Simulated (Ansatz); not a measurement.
# C3H2S (SMILES C1=CSC=1): single points off equilibrium

The task here is to estimate one member of a computed series from the others.

The runs use Ansatz 0.2.0, Gaussian basis; single points in def2-TZVPP.

Correlated methods freeze the cores.

## Starting geometry

SMILES `C1=CSC=1`, 6 atoms, charge 0, spin multiplicity 1.

Atoms are counted from 1 here; the program's logs count them from 0.

Bond lengths: C1–C2 1.327 Å, C1–C4 1.405 Å, C2–S3 1.848 Å, C2–H5 0.998 Å, S3–C4 1.850 Å, C4–H6 1.051 Å. Angles: C2–C1–C4 129.6°, C1–C2–S3 74.0°, C1–C2–H5 141.4°, S3–C2–H5 131.3°, C2–S3–C4 83.9°, C1–C4–S3 72.4°, C1–C4–H6 139.8°, S3–C4–H6 126.1°.

Geometry (Å):

```xyz
6

C     0.6140    0.3463    0.1392
C     0.7272   -0.3928   -0.9568
S    -1.0196   -0.5909   -0.3880
C    -0.4833    0.5054    1.0021
H     1.3492   -1.0303   -1.4064
H    -1.0537    1.2699    1.4438
```

The first run:

The input, run/in.yaml:

```yaml
crystal:
  periodic: [false, false, false]
  atoms:
    - {symbol: C, position_ang: [0.614000, 0.346300, 0.139200]}
    - {symbol: C, position_ang: [0.727200, -0.392800, -0.956800]}
    - {symbol: S, position_ang: [-1.019600, -0.590900, -0.388000]}
    - {symbol: C, position_ang: [-0.483300, 0.505400, 1.002100]}
    - {symbol: H, position_ang: [1.349200, -1.030300, -1.406400]}
    - {symbol: H, position_ang: [-1.053700, 1.269900, 1.443800]}
basis:
  gaussian: {orbitals: def2-TZVPP}
correlation: {method: ccsd_t}
output: {forces: true}
```

No record of the launch command was kept for these runs.

Among the steps run: CCSD(T)/def2-TZVPP; PBE0-D4/def2-TZVPP; wB97M-V/def2-TZVPP; r2SCAN-D4/def2-TZVPP; PBE-D4/def2-TZVPP; CAM-B3LYP-D4/def2-TZVPP; HSE06-D4/def2-TZVPP.

One of the session's tables, all rows but one given; the rest of the session is left out.

```
      method  RMS force component (eV/Å)  angle to CCSD(T) forces (°)  dipole (D)
     CCSD(T)                       1.667                    reference        0.38
     PBE0-D4                       1.863                         11.3        0.42
     wB97M-V                       1.821                         10.9        0.46
   r2SCAN-D4                           ?                            ?           ?
      PBE-D4                       1.762                          3.8        0.35
CAM-B3LYP-D4                       1.894                         12.9        0.45
    HSE06-D4                       1.859                         10.9        0.42
```

Estimate the missing values for r2SCAN-D4.

**Answer.** RMS force component (eV/Å): 1.771; angle to CCSD(T) forces (°): 7.5; dipole (D): 0.40. In the column «RMS force component (eV/Å)» it lies between PBE-D4 (1.762) and wB97M-V (1.821).
